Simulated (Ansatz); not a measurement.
# CH4AlN: Born-Oppenheimer dynamics

Aim: follow CH4AlN for 30 steps with a Nosé-Hoover thermostat (1000 K) and see how far bonds stretch and how energy moves between motion and potential.

Computed with Ansatz 0.2.0, Gaussian basis. Level: BLYP/6-31G*.

**1. The geometry**

The structure was relaxed beforehand with PBE0-D4 in a triple-zeta def2 set.

SMILES `C=[N][AlH2]`, 7 atoms, charge 0, spin multiplicity 1.

Atoms are counted from 1 here; the program's logs count them from 0.

Bond lengths: C1–N2 1.242 Å, C1–H4 1.101 Å, C1–H5 1.101 Å, N2–Al3 1.748 Å, Al3–H6 1.580 Å, Al3–H7 1.580 Å. Angles: N2–C1–H4 122.5°, N2–C1–H5 122.5°, H4–C1–H5 115.0°, C1–N2–Al3 179.9°, N2–Al3–H6 117.2°, N2–Al3–H7 117.2°, H6–Al3–H7 125.6°.

Geometry (Å):

```xyz
7

C    -1.2260   -0.1931   -0.8316
N    -0.2013   -0.0418   -0.1459
Al    1.2415    0.1731    0.8176
H    -2.0364   -0.8795   -0.5411
H    -1.3917    0.3492   -1.7754
H     1.2102    1.3013    1.9227
H     2.4647   -0.7772    0.5079
```

**2. The run**

File in.yaml:

```yaml
crystal:
  periodic: [false, false, false]
  atoms:
    - {symbol: C, position_ang: [-1.225957, -0.193116, -0.831600]}
    - {symbol: N, position_ang: [-0.201265, -0.041769, -0.145874]}
    - {symbol: Al, position_ang: [1.241518, 0.173073, 0.817604]}
    - {symbol: H, position_ang: [-2.036361, -0.879542, -0.541079]}
    - {symbol: H, position_ang: [-1.391737, 0.349167, -1.775412]}
    - {symbol: H, position_ang: [1.210180, 1.301304, 1.922718]}
    - {symbol: H, position_ang: [2.464722, -0.777217, 0.507942]}
basis:
  gaussian: {orbitals: "6-31G*"}
magnetization: {spin_polarized: true, initial_magnetization: 0}
hamiltonian: {xc: {name: BLYP}}
md: {timestep: 0.5 fs, n_steps: 30, ensemble: nvt_nose_hoover, temperature: 1000, initial_velocities: maxwell_boltzmann, seed: 431}
```

Started as:

```sh
$ ansatz run in.yaml --threads 2 --pin off --events-out ev --progress --plain --max-ram 4352MiB
```

Standard output, shortened:

```text
Functional definition: BLYP
  name "BLYP"
  cite "Becke, Phys. Rev. A 38, 3098 (1988) doi:10.1103/PhysRevA.38.3098"
  cite "Lee, Yang & Parr, Phys. Rev. B 37, 785 (1988) doi:10.1103/PhysRevB.37.785"
[...]
727 factors; their error is unknown
[...]
mean field -9187.12260666 eV, -337.6205285396 hartree, gradient 6.3e-6 eV, S^2 0.000000; 0 other end points of the search recorded, 0 dependent functions left out
[...]
reference -9187.12292896 eV, -337.6205403836 hartree; 15, 15 occupied and 42, 42 virtual orbitals, 727 factors
md step     0: t =     0.00 fs  T =  1000.0 K  F+E_penalty+E_count = -9187.12260666 eV  E_kin = 0.646300 eV  conserved = -9186.47630667 eV  (28 SCF iters)
[...]
md step     7: t =     3.50 fs  T =   595.9 K  F+E_penalty+E_count = -9186.85950026 eV  E_kin = 0.385162 eV  conserved = -9186.47439073 eV  (32 SCF iters)
[...]
md step    14: t =     7.00 fs  T =   491.7 K  F+E_penalty+E_count = -9186.79166054 eV  E_kin = 0.317816 eV  conserved = -9186.47420941 eV  (32 SCF iters)
[...]
md step    21: t =    10.50 fs  T =   815.3 K  F+E_penalty+E_count = -9187.00163391 eV  E_kin = 0.526902 eV  conserved = -9186.47605158 eV  (32 SCF iters)
[...]
md step    28: t =    14.00 fs  T =   334.3 K  F+E_penalty+E_count = -9186.68722572 eV  E_kin = 0.216086 eV  conserved = -9186.47355596 eV  (32 SCF iters)
[...]
md step    29: t =    14.50 fs  T =   307.7 K  F+E_penalty+E_count = -9186.66985838 eV  E_kin = 0.198893 eV  conserved = -9186.47348678 eV  (31 SCF iters)
[...]
md step    30: t =    15.00 fs  T =   318.5 K  F+E_penalty+E_count = -9186.67700622 eV  E_kin = 0.205868 eV  conserved = -9186.47377035 eV  (29 SCF iters)
Total energy: -9186.67733114 eV, -337.6041649657 hartree
Atom 0 at    -1.237089    -0.219745    -0.932873 Å, force     2.393494     0.900998     1.750525 eV/Å
Atom 1 at    -0.314928    -0.027216    -0.045345 Å, force    -0.014182    -0.201995    -0.554431 eV/Å
Atom 2 at     1.292622     0.170563     0.836803 Å, force    -3.025721     1.700309    -0.111350 eV/Å
Atom 3 at    -1.938813    -1.036458    -0.777018 Å, force    -0.749234    -0.159484    -0.414509 eV/Å
Atom 4 at    -1.228828     0.460199    -1.811332 Å, force    -0.601819    -0.471555    -0.158748 eV/Å
Atom 5 at     1.478903     1.453424     1.727177 Å, force    -0.037022     0.033451     0.376859 eV/Å
Atom 6 at     2.279708    -0.701183     0.271231 Å, force     2.034485    -1.801724    -0.888346 eV/Å
Dipole moment:    -0.175505    -0.101827    -0.124514 e Å
```

Wall time 37 s (2 threads of Arm Neoverse V1, shared host).

**3. The trajectory**

Every 2 steps, with energies from the start:

```csv
time (fs),T (K),potential (meV),conserved (meV),Al3–H7 (Å)
0.0,1000,0.0,0.00,1.580
1.0,945,36.1,0.68,1.645
2.0,811,123.5,1.41,1.704
3.0,662,220.1,1.81,1.753
4.0,539,300.0,2.00,1.786
5.0,462,350.2,2.14,1.803
6.0,444,361.7,2.21,1.802
7.0,492,330.9,2.10,1.783
8.0,593,265.1,1.75,1.747
9.0,715,186.2,1.18,1.697
10.0,803,129.1,0.51,1.636
11.0,799,131.5,0.13,1.571
12.0,678,210.8,0.52,1.508
13.0,485,336.8,1.71,1.459
14.0,334,435.4,2.75,1.432
15.0,319,445.6,2.54,1.433
```

Positions (Å) and forces (eV/Å) at 15.0 fs:

```xyz
7

C    -1.237   -0.220   -0.933    2.393    0.901    1.751
N    -0.315   -0.027   -0.045   -0.014   -0.202   -0.554
Al    1.293    0.171    0.837   -3.026    1.700   -0.111
H    -1.939   -1.036   -0.777   -0.749   -0.159   -0.415
H    -1.229    0.460   -1.811   -0.602   -0.472   -0.159
H     1.479    1.453    1.727   -0.037    0.033    0.377
H     2.280   -0.701    0.271    2.034   -1.802   -0.888
```

**4. What came out**

```
                              quantity                          value
                                length             30 steps of 0.5 fs
     temperature, first and last frame                    1000, 319 K
              temperature, second half  mean 596 K, from 308 to 815 K
                swing of the potential                        453 meV
largest change of the conserved energy                       2.82 meV
                       range of Al3–H7               1.429 to 1.804 Å
```

In words: From 1000 K at the start the temperature swings between 308 and 1000 K: with 7 atoms it has no steady value yet; starting near a minimum, about half of the kinetic energy flows into the potential. The conserved energy moves by 2.82 meV, 0.6 % of the potential's swing, so the step is short enough for this stretch. Al3–H7 swings most, by 0.38 Å; no bond breaks. A run of 15 fs gives no averages.
